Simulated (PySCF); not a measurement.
**Two-dimensional NMR puzzle**

Compound of formula C4H9F. Correlations simulated from computed shifts and couplings:

HSQC (one-bond C–H):
```csv
δH,δC,"1J(C,H) (Hz)"
1.36,30.5,133
```

HMBC (two and three bonds, |J| ≥ 2.5 Hz):
```csv
δH,δC [abs. J in Hz]
1.36,"94.1 [3.5], 30.5 [4.1]"
```

Carbons without hydrogens: δ 94.1.

Theoretical values (PySCF 2.14.0 with density-fitted response routines): shielding tensors at PBE0/pcSseg-1 (GIAO), couplings computed with B3LYP/pcJ-1 (spin–dipole term only in couplings to heteroatoms), GFN2-xTB structure. No solvent, one computed conformer, relativity neglected, averaged over atoms made equivalent by symmetry, fast rotation or ring inversion.

Chemical shifts δ = σref − σ; 1H (σ = 31.72 ppm), 13C (σ = 186.93 ppm) against TMS, all at this level.

Exchangeable hydrogens are left out of these lists, and C,H couplings along chains are those of one rotamer, so weak HMBC peaks may be missing or extra.

Work out the connectivity.

## Answers

`CC(C)(C)F`.

Atom-mapped SMILES (the numbers label the heavy atoms): `[CH3:1][C:2]([CH3:3])([CH3:4])[F:5]`. Each H is labelled by its parent atom.

δC 94.1 is C2, a fully substituted sp3 carbon bonded to F. δC 30.5 is C1/C3/C4, a methyl carbon (δH 1.36). HMBC from δH 1.36 reaches the proton-free carbon C2.

Common functionals overestimate the size of one-bond C–F couplings by tens of Hz; these are unscaled. Shifts are as computed. Against solution values, carbons near 30 ppm lie about +3 ppm off and those near 130 ppm about +5 ppm. Of 1211 compounds with measured shifts, 218 miss one by over three times the rms of a fit or turn the order of signals round; such compounds aren't used in these exercises.
